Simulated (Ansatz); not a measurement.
A calculation with Ansatz (development build ahead of 0.2.0).

```yaml
crystal:
  periodic: [false, false, false]
  atoms:
    - { symbol: P, position_ang: [0.0, 0.0, 0.0] }
    - { symbol: S, position_ang: [0.0, 0.0, 3.816] }
    - { symbol: Li, position_ang: [0.0, 4.1657, -0.7345] }
basis:
  gaussian: { orbitals: pcseg-2 }
magnetization:
  spin_polarized: true
hamiltonian:
  xc: hf
```

The input is written out in the form of the current development build from the run's settings.

The run gave:

```json
{
 "Converged": "yes",
 "Total energy": "-745.64255 hartree",
 "Spin squared of the determinant": "2.942",
 "Stability test": "minimum"
}
```

Caution: the unrestricted determinant is a mixture of spin states.
